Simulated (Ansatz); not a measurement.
Results of r²SCAN+rVV10 (Ansatz, an electronic-structure program, PAW) for rutile PbO2.

Settings: plane-wave cutoff 560 eV, 12×12×16 k mesh (along the axes of the cell as run), Fermi–Dirac smearing 0.05 eV, scalar-relativistic PAW data made under PBE.

Computed points:

| V (Å³/atom) | E − E_lowest (meV/atom) | P (GPa) |
|---|---|---|
| 13.401 | 10.76 | 6.46 |
| 13.680 | 2.57 | 3.02 |
| 13.959 | 0.00 | 0.00 |
| 14.238 | 2.35 | -2.64 |
| 14.517 | 9.01 | -4.94 |

Question: Fit the third-order Birch–Murnaghan equation and give B0 and B′.

Answer: V0 = 13.959 Å³/atom, B0 = 141 GPa, B′ = 5.7 (fit to the energies at full precision).

Shape and atoms are relaxed at each volume.

Note: the bulk modulus comes from volumes at which shape and atoms were relaxed.

Spin–orbit coupling is not included; it can shift volumes and moduli of such heavy elements.

Static lattice: no zero-point or thermal effects.

It cost about 50 core-minutes (a rough figure) of CPU time.
